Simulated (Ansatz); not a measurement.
# CH4FNS2: the cost of one run

Program: Ansatz 0.2.0. Level of theory: RKS PBE0/STO-3G. These are calculated values, not measurements.

## Step 1: The system as given

Bond lengths: N1–C2 1.455 Å, C2–F3 1.341 Å, C2–S4 1.753 Å, S4–S5 2.067 Å, N1–H6 0.967 Å, N1–H7 1.066 Å, C2–H8 1.100 Å, S5–H9 1.374 Å. Angles: N1–C2–F3 106.7°, N1–C2–S4 116.2°, N1–C2–H8 109.0°, F3–C2–S4 107.6°, F3–C2–H8 106.4°, S4–C2–H8 110.4°, C2–N1–H6 108.4°, C2–N1–H7 101.7°, H6–N1–H7 102.0°, C2–S4–S5 105.2°, S4–S5–H9 101.8°.

Structure file:

```xyz
9

N     0.3777   -0.7099    0.9469
C     0.6310   -0.4955   -0.4693
F     1.4675    0.5492   -0.5566
S    -0.7691   -0.1391   -1.4615
S    -1.6041    1.5594   -0.6310
H     1.2253   -0.7035    1.4130
H    -0.0404    0.2268    1.2354
H     1.1741   -1.3633   -0.8707
H    -2.3735    1.0296    0.3768
```

## Step 2: End point A

Contents of input.yaml:

```yaml
crystal:
  periodic: [false, false, false]
  atoms:
    - { symbol: "N", position_ang: [0.3777, -0.7099, 0.9469] }
    - { symbol: C, position_ang: [0.631, -0.4955, -0.4693] }
    - { symbol: F, position_ang: [1.4675, 0.5492, -0.5566] }
    - { symbol: S, position_ang: [-0.7691, -0.1391, -1.4615] }
    - { symbol: S, position_ang: [-1.6041, 1.5594, -0.631] }
    - { symbol: H, position_ang: [1.2253, -0.7035, 1.413] }
    - { symbol: H, position_ang: [-0.0404, 0.2268, 1.2354] }
    - { symbol: H, position_ang: [1.1741, -1.3633, -0.8707] }
    - { symbol: H, position_ang: [-2.3735, 1.0296, 0.3768] }
basis:
  gaussian: { orbitals: STO-3G }
hamiltonian:
  xc: pbe0
relax:
  f_tol: 0.02
  max_steps: 50
```

Command:

```console
ansatz run input.yaml --threads 1 --pin off --max-ram 2048MiB --backend cpu --events-out ev --progress --plain --runs-dir out
```

**Question.** How long does this run take on 1 thread of Arm Neoverse V1, shared host, and how much memory does it need?

About 35 s, with a peak of 0.14 GiB.
